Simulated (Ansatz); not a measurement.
System: zinc-blende ZnSe. Method: r²SCAN in Ansatz (PAW).

The same calculation (at the measured cell, 22.761 Å³/atom) with different numerical settings:

```tsv
run	k mesh	gap on the mesh (eV)	total energy (eV/atom)
1	4×4×4	1.853	-4402.7210
2	6×6×6	1.862	-4402.7477
3	8×8×8	1.863	-4402.7497
4	12×12×12	1.863	-4402.7499
5	16×16×16	1.863	-4402.7499
6	20×20×20	1.863	-4402.7499
```

In the column total energy (eV/atom) the first row differs from the last by +0.0289 and the next to last by 0.0000.

The last row is no converged limit: other settings stay fixed.

Spin–orbit coupling is not included.

Ansatz is an electronic-structure program.
